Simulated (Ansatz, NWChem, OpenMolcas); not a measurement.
Worked example: MgCl2 + MgH → MgCl + MgHCl

Gas-phase species: MgCl2 `[Cl][Mg][Cl]`, singlet; MgH, doublet; MgCl, doublet; MgHCl `[MgH][Cl]`, singlet. A radical takes Cl: the energy is the difference in strength between two Mg–Cl bonds in different surroundings.

Shapes, held fixed at every level: PBE0-D4/def2-TZVP. Programs: Ansatz 0.2.0, NWChem 7.3.0, OpenMolcas 26.06. A level may come from different programs for different species; with the same settings they agree closely. The zero-point and thermal change to 298 K, harmonic and unscaled (PBE0-D4/def2-TZVP), is +1.8 kJ/mol.

At CCSD(T)/def2-TZVPP; 1 Eh = 2625.50 kJ/mol:

```
species   energy (Eh)
  MgCl2  -1119.423102
    MgH   -200.357447
   MgCl   -659.587801
  MgHCl   -660.200097
```

Work out ΔH(298 K) of the reaction at this level.


1. Products less reactants: (-659.587801) + (-660.200097) − [(-1119.423102) + (-200.357447)] = -0.007349 Eh = -19.3 kJ/mol.
2. With the thermal change: -19.3 + (+1.8) = -17.5 kJ/mol.

Other levels give -20.0 (MP2/def2-TZVPP) to -13.2 kJ/mol (CCSD/def2-SVP). No measured value is set beside it here. Open shells run unrestricted. Outer-core shells of Mg are correlated, in sets that cover them unevenly. Sets without diffuse functions underbind ionic bonds of s-block metals.
